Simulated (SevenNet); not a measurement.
# hcp Zr

All values below come from the machine-learned potential SevenNet-l3i5 (trained on PBE and PBE+U data).

Cell (relaxed at this level):

```
CELL_PARAMETERS angstrom
      3.24632     0.00000     0.00000
     -1.62316     2.81139     0.00000
      0.00000     0.00000     5.14611
ATOMIC_POSITIONS crystal
  Zr 0.66667 0.33333 0.75000
  Zr 0.33333 0.66667 0.25000
```

```yaml
lattice_parameter_a: 3.246 Å
c axis length: 5.146 Å
volume_per_atom: 23.48 Å³/atom
```

Measured, for comparison: lattice constant a 3.232 Å, lattice parameter c 5.148 Å (293 K, not corrected to a static lattice; as tabulated in Wikipedia's data pages). Computed (rounded) less measured: lattice constant a +0.4 %, lattice parameter c 0.0 %.

A machine-learned potential is trained on density-functional data: it inherits that level's misses and adds fitting errors of its own.
